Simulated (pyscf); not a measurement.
`[NH3]` + `[SiH3][O][GaH2]` → `[NH2][GaH2]` + `[OH][SiH3]` (four-centre exchange; singlet surface; H–N, Ga–O broken, Ga–N, H–O formed). Single points on ωB97X-D3(BJ)/def2-SVP structures (PySCF, gas phase). Energies in kcal/mol from the separated reactants.

| level | barrier | reaction energy |
|---|---|---|
| ωB97X-D3(BJ)/def2-TZVP | -3.4 | +8.9 |
| PBE/def2-TZVP | -4.3 | +6.8 |
| B3LYP-D3(BJ)/def2-TZVP | (withheld) | +8.4 |
| PBE0-D3(BJ)/def2-TZVP | -5.2 | +7.5 |
| M06-2X/def2-TZVP | (withheld) | (withheld) |
| ωB97M-D3(BJ)/def2-TZVP | -2.4 | +7.9 |

### Question
Some entries are withheld; supply them.

### Answer

- B3LYP-D3(BJ)/def2-TZVP, barrier: -2.6
- M06-2X/def2-TZVP, barrier: -4.7
- M06-2X/def2-TZVP, reaction energy: +8.5

On the reactant side the descent ends in an adduct with a Ga–N contact (not fully relaxed), 26.1 kcal/mol under the separated species and 22.6 kcal/mol under the saddle at ωB97X-D3(BJ)/def2-TZVP. On the product side the descent ends in an adduct with a Ga–O contact, 13.7 kcal/mol under the separated species and 1.4 kcal/mol under the saddle at ωB97X-D3(BJ)/def2-TZVP. At ωB97X-D3(BJ), PBE, B3LYP-D3(BJ), PBE0-D3(BJ), M06-2X, ωB97M-D3(BJ) the saddle lies under the separated reactants, which points to a path from their complex (located at ωB97X-D3(BJ) alone). At ωB97X-D3(BJ), PBE, B3LYP-D3(BJ), PBE0-D3(BJ), M06-2X, ωB97M-D3(BJ) the saddle lies under the separated products, which points to a path from their complex (located at ωB97X-D3(BJ) alone), and parting the products costs more than the saddle. What is counted as formed (Ga–N) is already present as a longer contact in the reactant adduct; forming that adduct is a step of its own. What is counted as broken (Ga–O) persists as a longer contact in the product adduct; parting that adduct is a step of its own. One saddle was located; it need not be the lowest between these sides. Elements up to Kr have no core potential and no relativistic terms here.
